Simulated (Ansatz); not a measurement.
**C₂H₂O₂, singlet: CASSCF and its corrections**

Calculated in Ansatz's Gaussian-basis code. Basis aug-cc-pVDZ, nonrelativistic, no frozen core. State-specific CASSCF; RHF is the lowest restricted (open-shell) Hartree–Fock solution met. No symmetry is imposed, so a solution can break that of the shape. Lower solutions, or ones in other orbitals, may exist.

Geometry:

```xyz
6

C    -0.2801    0.3474   -0.7026
C     0.2801    0.3474    0.7026
O     0.1724   -0.3923   -1.5650
H    -1.1116    1.0544   -0.8790
O    -0.1724   -0.3923    1.5650
H     1.1116    1.0544    0.8790
```

What do CASSCF and its corrections give against RHF in CAS(4,4), and what are the occupations?

CASSCF -1.963 eV, SC-NEVPT2 -17.887 eV; occupations 1.91, 1.91, 0.09, 0.09.

Roughly how much CPU time does a whole run from the default start take (median of such runs, summed over threads; nearly all runs on one pinned thread of a shared server, mostly Xeon at 2.3 to 2.6 GHz, by a development driver)?

CAS(4,4): about 4.5 s. Other jobs ran beside these, and the count of passes differs.
